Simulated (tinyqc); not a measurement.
CIS on RHF in the sto-3g basis, frozen core, for H2O, spin multiplicity 1, step by step (part 2 of 2). Computed by tinyqc, a small Python program that keeps every step (integrals from PySCF). Command: `OMP_NUM_THREADS=1 python tinyqc.py 21747 21748 out.jsonl` (the two numbers bound the seeds that draw the settings). One thread of a shared host (Intel(R) Xeon(R) Processor @ 2.60GHz), about 0.07 s of CPU time with the checks.

Geometry (angstrom):
```
atom        x         y        z
O     0.00000   0.00000  0.00000
H     0.00000   0.78200  0.50100
H     0.00000  -0.86500  0.55400
```

## CIS singlet states

CIS matrix A, singlet (hartree), lower triangle:
```
          2>6       2>7       3>6      3>7      4>6      4>7      5>6      5>7
2>6   1.39409
2>7   0.01859   1.51922
3>6  -0.00727  -0.03673   0.77291
3>7   0.05067   0.01000  -0.02719  1.07064
4>6   0.06047   0.02678  -0.04730  0.09323  0.56892
4>7   0.01975  -0.01131   0.03606  0.01850  0.00514  0.70760
5>6   0.00000   0.00000   0.00000  0.00000  0.00000  0.00000  0.42823
5>7   0.00000   0.00000   0.00000  0.00000  0.00000  0.00000  0.01514  0.57108
```

dipole integrals <i|r|a> (bohr):
```
            x         y         z
2>6   0.00000   0.00902   0.06008
2>7   0.00000   0.15848   0.04975
3>6   0.00000   0.89464  -0.15555
3>7   0.00000   0.22345   0.55670
4>6   0.00000  -0.24093   0.39335
4>7   0.00000   0.62531   0.05633
5>6  -0.07970   0.00000   0.00000
5>7  -0.01933   0.00000   0.00000
```

Diagonalise A (1 hartree = 27.211386 eV); each vector has its largest component positive (the first on a tie). The transition dipole is mu = sqrt2 sum c_ia <i|r|a>.

singlet excitation energies (eV): 11.60965  14.72042  15.58303  18.79529  21.51071  29.37218  38.23587  41.54233

lowest vectors:
```
      state 1   state 2  state 3   state 4   state 5   state 6
2>6   0.00000  -0.05649  0.00000  -0.03137   0.00073  -0.18842
2>7   0.00000  -0.01756  0.00000  -0.00575   0.05499  -0.03115
3>6   0.00000   0.18214  0.00000  -0.37989   0.89983  -0.09838
3>7   0.00000  -0.15371  0.00000  -0.09171   0.10303   0.96272
4>6   0.00000   0.96826  0.00000   0.09908  -0.13263   0.16130
4>7   0.00000  -0.04670  0.00000   0.91457   0.39884   0.03154
5>6   0.99455   0.00000  0.10425   0.00000   0.00000   0.00000
5>7  -0.10425   0.00000  0.99455   0.00000   0.00000   0.00000
```

oscillator strengths 2/3 w |mu|^2: 0.00339  0.06236  0.00058  0.04057  1.33037  0.53913

## CIS matrix, triplets

orbital energies (hartree): MO1 -20.22759, MO2 -1.24793, MO3 -0.62047, MO4 -0.42488, MO5 -0.38134, MO6 0.55094, MO7 0.76503

Two-electron integrals over orbitals (pq|rs), unique and non-zero (hartree); the lowest 1 orbital is frozen and left out:
```
(22|22) 0.72470    (32|22) 0.01487    (32|32) 0.14283    (33|22) 0.63562
(33|32) -0.00847   (33|33) 0.62521    (42|22) -0.00082   (42|32) 0.00252
(42|33) 0.00584    (42|42) 0.12624    (43|22) 0.01130    (43|32) 0.02182
(43|33) 0.00439    (43|42) -0.01174   (43|43) 0.04768    (44|22) 0.68102
(44|32) -0.00971   (44|33) 0.59578    (44|42) -0.10343   (44|43) 0.01679
(44|44) 0.78448    (52|52) 0.14551    (53|52) -0.00696   (53|53) 0.02866
(54|52) -0.04339   (54|53) 0.00398    (54|54) 0.05369    (55|22) 0.74823
(55|32) -0.00486   (55|33) 0.62288    (55|42) -0.06563   (55|43) 0.01620
(55|44) 0.73057    (55|55) 0.88016    (62|22) -0.13054   (62|32) 0.01695
(62|33) -0.06792   (62|42) -0.02489   (62|43) -0.00801   (62|44) -0.08602
(62|55) -0.14893   (62|62) 0.09456    (63|22) 0.04903    (63|32) 0.04240
(63|33) 0.02604    (63|42) -0.01648   (63|43) 0.03269    (63|44) 0.03997
(63|55) 0.05619    (63|62) -0.02582   (63|63) 0.08430    (64|22) -0.09988
(64|32) -0.01783   (64|33) -0.04034   (64|42) 0.02237    (64|43) -0.00877
(64|44) -0.11538   (64|55) -0.11452   (64|62) 0.05803    (64|63) -0.03595
(64|64) 0.07004    (65|52) -0.05729   (65|53) 0.00898    (65|54) 0.00045
(65|65) 0.03715    (66|22) 0.59390    (66|32) -0.04437   (66|33) 0.56710
(66|42) 0.05558    (66|43) -0.02460   (66|44) 0.54698    (66|55) 0.57834
(66|62) -0.08456   (66|63) -0.01849   (66|64) -0.03371   (66|66) 0.60792
(72|22) -0.04625   (72|32) -0.04056   (72|33) -0.01592   (72|42) 0.00242
(72|43) 0.02832    (72|44) -0.03594   (72|55) -0.05091   (72|62) 0.01279
(72|63) 0.02588    (72|64) 0.02187    (72|66) -0.02699   (72|72) 0.06824
(73|22) -0.13854   (73|32) 0.02170    (73|33) -0.08942   (73|42) 0.06695
(73|43) -0.00484   (73|44) -0.15860   (73|55) -0.18487   (73|62) 0.06958
(73|63) -0.02047   (73|64) 0.06736    (73|66) -0.04780   (73|72) 0.03135
(73|73) 0.14347    (74|22) -0.00696   (74|32) 0.06944    (74|33) -0.01221
(74|42) -0.00297   (74|43) -0.00332   (74|44) -0.01719   (74|55) -0.01486
(74|62) 0.01836    (74|63) 0.03877    (74|64) -0.00703   (74|66) -0.03378
(74|72) -0.01258   (74|73) 0.02319    (74|74) 0.06145    (75|52) -0.01834
(75|53) -0.02215   (75|54) 0.00238    (75|65) 0.00374    (75|75) 0.02633
(76|22) 0.00700    (76|32) 0.08849    (76|33) -0.01375   (76|42) 0.01697
(76|43) 0.04148    (76|44) -0.01919   (76|55) -0.00765   (76|62) -0.00308
(76|63) 0.05745    (76|64) -0.01750   (76|66) -0.04374   (76|72) 0.00602
(76|73) 0.03027    (76|74) 0.04537    (76|76) 0.09660    (77|22) 0.63022
(77|32) 0.05269    (77|33) 0.60181    (77|42) -0.01386   (77|43) 0.02788
(77|44) 0.60521    (77|55) 0.62795    (77|62) -0.06517   (77|63) 0.06254
(77|64) -0.05396   (77|66) 0.53594    (77|72) -0.02181   (77|73) -0.08520
(77|74) 0.02252    (77|76) 0.04015    (77|77) 0.64475
```

A(ia,jb) = (e_a - e_i) d_ij d_ab - (ij|ab).

CIS matrix A, triplet (hartree), lower triangle:
```
          2>6       2>7       3>6       3>7      4>6      4>7      5>6      5>7
2>6   1.20497
2>7  -0.00700   1.38274
3>6   0.04437  -0.08849   0.60431
3>7  -0.08849  -0.05269   0.01375   0.78369
4>6  -0.05558  -0.01697   0.02460  -0.04148  0.42884
4>7  -0.01697   0.01386  -0.04148  -0.02788  0.01919  0.58470
5>6   0.00000   0.00000   0.00000   0.00000  0.00000  0.00000  0.35394
5>7   0.00000   0.00000   0.00000   0.00000  0.00000  0.00000  0.00765  0.51842
```

## CIS triplet states

Diagonalise A (1 hartree = 27.211386 eV); each vector has its largest component positive (the first on a tie).

triplet excitation energies (eV): 9.62145  11.19047  14.11665  15.06295  16.91552  21.12196  33.42496  38.04889

lowest vectors:
```
      state 1   state 2  state 3  state 4   state 5   state 6
2>6   0.00000   0.08902  0.00000  0.01017  -0.09106   0.16205
2>7   0.00000   0.01031  0.00000  0.06254   0.08923   0.09747
3>6   0.00000  -0.17355  0.00000  0.60428   0.76126   0.08987
3>7   0.00000   0.12752  0.00000  0.10853  -0.16642   0.94974
4>6   0.00000   0.96500  0.00000  0.18766   0.09095  -0.14768
4>7   0.00000  -0.11989  0.00000  0.76409  -0.60684  -0.17984
5>6   0.99892   0.00000  0.04636  0.00000   0.00000   0.00000
5>7  -0.04636   0.00000  0.99892  0.00000   0.00000   0.00000
```
